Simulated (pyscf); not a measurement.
HAs=AsH + H₂ -> H₂As–AsH₂, an addition across a multiple bond or ene-type step (singlet surface; H–H broken, As–H, As–H formed). Single points on ωB97X-D3(BJ)/def2-SVP structures (PySCF, gas phase). Energies in kJ/mol from the separated reactants.

GFN2-xTB: tblite. 

**Question.** Quick GFN2-xTB single points give ΔE‡ = 196.2 kJ/mol and ΔE = -133.2 kJ/mol. What does ωB97M-D3(BJ)/def2-TZVP give, and how far is the quick result from it?

**Answer.** ωB97M-D3(BJ)/def2-TZVP gives ΔE‡ = 241.7 kJ/mol and ΔE = -98.8 kJ/mol. GFN2-xTB lies 45.5 kJ/mol under it in the barrier and 34.4 kJ/mol under it in the reaction energy, so on this step it does not hold to within 12.6 kJ/mol. ωB97M-D3(BJ)/def2-TZVP has limits of its own. From the product side, AsH₂• + AsH₂• lies, by one bond made or cut, 132.3 kJ/mol under this saddle at ωB97M-D3(BJ)/def2-TZVP. This is the saddle that the search found; another between the same sides may lie lower. One closed-shell reference is unstable to symmetry breaking; treat the single-reference values with care. In the def2 sets elements up to Kr have no core potential.
